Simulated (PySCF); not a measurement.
# PH3S (SMILES [PH3]=S): B3LYP/STO-6G

What is the vertical ionisation energy of PH3S at B3LYP/STO-6G? Input form: a Python script.

Program for the calculation: PySCF 2.14.0.

11 further runs of the same task are left out: 2 that didn't finish, 9 set aside as unsound or not needed.

### 1 The molecule

The species is PH3S (5 atoms), meant as a singlet with charge 0. As SMILES, `[PH3]=S`. Geometry: relaxed at GFN2-xTB.

Bond lengths: P1–S2 1.914 Å, P1–H3 1.394 Å, P1–H4 1.394 Å, P1–H5 1.394 Å. Angles: S2–P1–H3 118.2°, S2–P1–H4 118.2°, S2–P1–H5 118.2°, H3–P1–H4 99.6°, H3–P1–H5 99.4°, H4–P1–H5 99.4°.

### 2 The energy at B3LYP/STO-6G

job.py reads:

```python
# [PH3]=S
from pyscf import gto, dft

system = gto.M(
    atom='''
P        0.007920      -0.006600       0.007660
S        1.261690      -0.941140       1.111260
H       -1.166840       0.461930       0.594540
H       -0.532470      -0.676580      -1.089190
H        0.429710       1.162380      -0.624270
''',
    max_memory=1860,
    verbose=3,
    spin=0,
    basis='sto-6g',
)

mf = dft.RKS(system)
mf.xc = 'b3lyp'
mf.grids.level = 5
mf.conv_tol = 1e-10
mf.kernel()
if not mf.converged:
    mf = mf.newton().run(mf.mo_coeff, mf.mo_occ)

e_tot = mf.e_tot
print('E = %.10f Eh' % e_tot)
```

Command:

```bash
$ OMP_NUM_THREADS=1 python job.py
```

Log:

```text
converged SCF energy = -738.643387036731
E = -738.6433870367 Eh
```

Wall time 6.3 s (1 thread of Intel Xeon Platinum 8259CL at 2.50GHz (Skylake/Cascade Lake), shared host); peak memory 0.2 GiB.

### 3 The doublet cation, same level

calc.py reads:

```python
from pyscf import gto, dft

molecule = gto.M(
    atom='''
P    0.007920  -0.006600   0.007660
S    1.261690  -0.941140   1.111260
H   -1.166840   0.461930   0.594540
H   -0.532470  -0.676580  -1.089190
H    0.429710   1.162380  -0.624270
''',
    charge=1,
    spin=1,
    basis='sto-6g',
    verbose=3,
    max_memory=1860,
)

ks = dft.UKS(molecule)
ks.xc = 'b3lyp'
ks.grids.level = 5
ks.conv_tol = 1e-10
ks.kernel()
if not ks.converged:
    ks = ks.newton().run(ks.mo_coeff, ks.mo_occ)

etot = ks.e_tot
print('Final energy', etot)
```

Command:

```bash
$ OMP_NUM_THREADS=1 python calc.py
```

Log:

```text
converged SCF energy = -738.449188411179  <S^2> = 0.75113032  2S+1 = 2.00113
Final energy -738.4491884111792
```

Run time: 9.6 s. Hardware: 1 thread of Intel Xeon Platinum 8259CL at 2.50GHz (Skylake/Cascade Lake), shared host; peak memory 0.21 GiB.

### 4 What came out

Level: B3LYP/STO-6G.

```
                                          quantity          value
                        singlet PH3S: total energy  -738.64339 Eh
                       singlet PH3S: dipole moment         3.47 D
                         singlet PH3S: HOMO energy       -1.69 eV
                         singlet PH3S: LUMO energy        6.25 eV
                       singlet PH3S: HOMO–LUMO gap        7.94 eV
                      doublet cation: total energy  -738.44919 Eh
doublet cation: HOMO energy (highest over α and β)      -11.19 eV
 doublet cation: LUMO energy (lowest over α and β)       -8.88 eV
                              doublet cation: ⟨S²⟩          0.751
vertical ionisation energy (to the doublet cation)       5.284 eV
```

Removing an electron at fixed nuclei costs 5.28 eV (122 kcal/mol). The negative HOMO energy of the first species, 1.69 eV, lies 3.60 eV below that difference. In a minimal basis such a difference can be off by several eV, whatever the method. Mulliken charges (singlet PH3S) run from -0.30 on S2 to +0.49 on P1; they depend strongly on the basis.
